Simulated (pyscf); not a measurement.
Single points on ωB97X-D3(BJ)/def2-SVP structures (PySCF, gas phase).

Question: For NH₃ (SMILES N) + HO–SiH(Cl)–Cl (SMILES O[SiH](Cl)Cl) → H₂N–SiH(Cl)–Cl (SMILES N[SiH](Cl)Cl) + H₂O (SMILES O), a four-centre exchange (singlet surface; H–N, O–Si broken, N–Si, H–O formed), PBE/def2-TZVP gives ΔE‡ = 23.9 kcal/mol and ΔE = +11.1 kcal/mol (zero: the separated reactants). In which direction and how far do B3LYP-D3(BJ)/def2-TZVP, PBE0-D3(BJ)/def2-TZVP, ωB97M-D3(BJ)/def2-TZVP move these?

Answer: B3LYP-D3(BJ): ΔE‡ = 27.8 kcal/mol, ΔE = +11.1 kcal/mol; PBE0-D3(BJ): ΔE‡ = 24.0 kcal/mol, ΔE = +10.3 kcal/mol; ωB97M-D3(BJ): ΔE‡ = 27.1 kcal/mol, ΔE = +10.9 kcal/mol. PBE's barrier matches one of them and lies within 4.0 kcal/mol of the others. Its reaction energy matches one of them and lies within 0.8 kcal/mol of the others. On the reactant side the descent ends in an adduct with a N–Si contact, 6.9 kcal/mol under the separated species and 33.3 kcal/mol under the saddle at ωB97X-D3(BJ)/def2-TZVP. On the product side the descent ends in a complex (not fully relaxed), 6.8 kcal/mol under the separated species and 22.7 kcal/mol under the saddle at ωB97X-D3(BJ)/def2-TZVP. What is counted as formed (N–Si) is already present as a longer contact in the reactant adduct; forming that adduct is a step of its own. This is the saddle that the search found; another between the same sides may lie lower.
